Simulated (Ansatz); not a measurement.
System: litharge PbO. Method: HSE06-D3(BJ) in Ansatz (PAW).

Task: Estimate the interlayer binding energy, layer repeat distance and gap between the layers that the calculation returns.

Result: 
* **interlayer binding energy**: 37.5 meV/Å²
* **layer repeat distance**: 4.895 Å
* **gap between the layers**: 2.544 Å

Spin–orbit coupling is not included; it can shift volumes and moduli of such heavy elements.

Ansatz is a first-principles code.
